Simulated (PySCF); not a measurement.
## Spin states of P₂⁺

Unrestricted PBE0; PySCF, no relativity, basis sets P 6-311G(d,p). Outer shells of the fragments: P+ 3s2 3p2; P 3s2 3p3.

Followed along the bond (rough minima from three points):

| 2Ms+1 | unpaired | ⟨S²⟩ at the start | R at minimum (Å) | Te (eV) |
| --- | --- | --- | --- | --- |
| 2 | π ↑ | 1.00 | 1.97 | 0.00 |
| 2 | σ ↑ | 1.69 | 1.88 | 0.37 |
| 4 | π ↑↑↑ | 3.76 | 2.23 | 1.62 |
| 2 | π ↑↑↓ | 1.76 | 2.24 | 2.07 |
| 6 | σ ↑, π ↑↑↑↑ | 8.75 | none in the scan | ≤ 2.66 |

Solutions found at the starting distance of 2.230 Å, counted from the lowest of them; the search is not exhaustive and high or unbound solutions are not listed, so other states can lie among these:

| 2Ms+1 | unpaired | term | E (eV) | ⟨S²⟩ | ⟨Lz²⟩ |
| --- | --- | --- | --- | --- | --- |
| 2 | π ↑ | ²Π | 0.00 | 1.00 | 1.08 |
| 2 | σ ↑ | mixed | 0.77 | 1.69 | 0.00 |
| 4 | π ↑↑↑ | ⁴Π | 0.96 | 3.76 | 1.00 |
| 2 | π ↑↑↓ | mixed | 1.40 | 1.76 | 3.02 |
| 4 | σ ↑, π ↑↑ | mixed | 1.79 | 4.01 | 2.01 |
| 6 | σ ↑, π ↑↑↑↑ | ⁶Σ⁺ | 2.26 | 8.75 | 0.00 |
| 2 | σ ↓, π ↑↑ | mixed | 2.32 | 1.78 | 2.01 |
| 4 | σ ↑, π ↑↑ | mixed | 2.51 | 3.76 | 2.00 |
| 2 | π ↑ | mixed | 2.83 | 0.75 | 3.01 |
| 2 | σ ↓, π ↑↑ | mixed | 3.02 | 1.77 | 2.00 |

A term symbol is given only where ⟨S²⟩ and ⟨Lz²⟩ are close to those of a pure state; real π, δ and φ orbitals otherwise mix terms, and g/u labels are left off.

Compare the gap between the two lowest followed solutions at the starting distance with the gap between their minima.

At PBE0 the second solution (Ms = 0.5 of mixed spin, unpaired electrons σ ↑) lies +0.77 eV from the first (doublet, unpaired electrons π ↑) at 2.230 Å and +0.37 eV at the minima; the two curves relax by different amounts, since their minima lie near 1.88 and 1.97 Å.
